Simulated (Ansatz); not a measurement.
hcp Os, treated with PBEsol in Ansatz (plane waves, PAW).

Settings: plane-wave cutoff 500 eV, 20×14×1 k mesh (along the axes of the cell as run), Fermi–Dirac smearing 0.1 eV, scalar-relativistic PAW data made under PBE.

Question: What does this level give for the surface energy of the (10-10) face and work function of the (10-10) face?

Answer: 
* **surface energy of the (10-10) face**: 3.91 J/m²
* **work function of the (10-10) face**: 5.19 eV

The slab of 12 atoms is relaxed and unreconstructed.

Spin–orbit coupling is not included.

Static lattice: no zero-point or thermal effects.

It cost roughly 30 core-minutes of CPU time.

Ansatz is a first-principles code.
